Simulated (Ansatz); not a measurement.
What a trial cell of Sr relaxes into

The calculation used DFT PBEsol, scalar-relativistic, plane waves, PAW in Ansatz 0.2.0. Cutoff 420 eV, Γ-centred k mesh, Gaussian smearing, no spin polarisation in the final step.

Sr was placed on the beta-tin structure type (I4_1/amd, No. 141), at a guessed volume.

```
Sr
1.0
    -3.77405    3.77405    2.05881
     3.77405   -3.77405    2.05881
     3.77405    3.77405   -2.05881
Sr
2
Direct
  0.00000 0.00000 0.00000
  0.75000 0.25000 0.50000
```

Cell and atoms relax at zero pressure; the relaxation can't lower the symmetry of the start.

Energies count from the standard state of Sr at the same level.

(1) Which crystal results?

(2) What are its volume, energy, density and gap?

Results:

(1) It keeps I4_1/amd (No. 141). The result has the beta-tin structure. Conventional cell: a = 7.271 Å, c = 3.900 Å. Sr has 6 Sr at 3.76–3.90 Å.

```
Sr
1.0
    -3.63550    3.63550    1.95024
     3.63550   -3.63550    1.95024
     3.63550    3.63550   -1.95024
Sr
2
Direct
  0.00000 0.00000 0.00000
  0.75000 0.25000 0.50000
```

(2) The volume per atom is 51.55 Å³ and the density is 2.82 g/cm³. The energy over the standard structure is 0.26 eV/atom and the gap on the 16×16×16 mesh is 0 eV (a metal).

The final run used a 16×16×16 mesh on its 2-atom cell and 0.10 eV smearing. The k mesh leaves about 4 meV/atom of noise in metals. Symmetry constrained the relaxation, so the result can be a saddle point.